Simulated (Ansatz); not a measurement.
# HF+ (doublet): wave-function methods side by side, cc-pVTZ

How much of the correlation energy of HF+ (doublet) does each wave-function method recover here?

The runs use Ansatz 0.2.0, Gaussian basis; cc-pVTZ, core rule «outside noble gas», up to 1 orbitals frozen.

Plan: UHF; CCSD(T) on ROHF; CCSD(T) on UHF; BCCD(T) on ROHF; CISD; CCSDT(Q) on ROHF; CCSDT(Q) on UHF; CASSCF and MRCISD+Q, 7 electrons in 5 orbitals; CASSCF and NEVPT2, 7 electrons in 5 orbitals.

8 further runs of the same task are left out: 4 that didn't finish, 4 set aside as unsound or not needed.

## (1) The system

The geometry is a PBE0/def2-TZVP stationary point (not a proven minimum) of the parent state, kept for this charge and spin.

2 atoms, charge 1, spin multiplicity 2.

Atoms are counted from 1 here; the program's logs count them from 0.

Bond lengths: F1–H2 0.920 Å.

As a file:

```xyz
2
charge 1, multiplicity 2
F     0.0000    0.0000    0.0000
H     0.0000    0.0000    0.9200
```

## (2) UHF

File in.yaml:

```yaml
crystal:
  periodic: [false, false, false]
  atoms:
    - {symbol: F, position_ang: [0.000000, 0.000000, 0.000000]}
    - {symbol: H, position_ang: [0.000000, 0.000000, 0.920000]}
basis:
  gaussian: {orbitals: cc-pVTZ}
total_charge: 1
magnetization: {spin_polarized: true, initial_magnetization: 1}
hamiltonian: {xc: hf}
output: {orbitals: {seedname: orbitals}}
```

Launch:

```sh
$ ansatz run in.yaml --threads 1 --pin off --events-out ev --progress --plain --max-ram 2393MiB
```

Further steps of the session: CCSD(T) on ROHF; CCSD(T) on UHF; BCCD(T) on ROHF; CISD; CCSDT(Q) on ROHF; CCSDT(Q) on UHF; CASSCF and MRCISD+Q, 7 electrons in 5 orbitals; CASSCF and NEVPT2, 7 electrons in 5 orbitals.

Before running them: what should the planned runs give, taken together? Wanted: UCCSDT(Q) below the RHF energy; RMP2 from UCCSDT(Q); UMP2 from UCCSDT(Q); RCCSD from UCCSDT(Q); RCCSD(T) from UCCSDT(Q); UCCSD(T) from UCCSDT(Q); RCCSDT(Q) from UCCSDT(Q); NEVPT2 valence from UCCSDT(Q); MRCISD+Q valence from UCCSDT(Q).

**Answer**, as computed:

| quantity | value |
| --- | --- |
| UCCSDT(Q) below the RHF energy | -6.0944 eV |
| RMP2 from UCCSDT(Q) | +454.8 meV |
| UMP2 from UCCSDT(Q) | +462.4 meV |
| RCCSD from UCCSDT(Q) | +115.4 meV |
| RCCSD(T) from UCCSDT(Q) | +9.5 meV |
| UCCSD(T) from UCCSDT(Q) | +8.0 meV |
| RCCSDT(Q) from UCCSDT(Q) | +1.8 meV |
| NEVPT2 valence from UCCSDT(Q) | +690.4 meV |
| MRCISD+Q valence from UCCSDT(Q) | +31.1 meV |
| levels within 1 kcal/mol (43 meV) | RCCSD(T), UCCSD(T), BCCD(T), RCCSDT, UCCSDT, RCCSDT(Q), MRCISD+Q valence |
| T1 diagnostic | 0.011 |
| effectively unpaired electrons | 1.00 |

**Reading.** RCCSD(T) misses by +9.5 meV, 0.2 % of the correlation energy. One determinant dominates. Of the multireference levels listed MRCISD+Q valence comes nearest in total energy (+31.1 meV), which doesn't show that its space is the better one. These misses are within one basis, not against nature; the frozen cores of restricted and unrestricted runs differ, which can shift their rows.
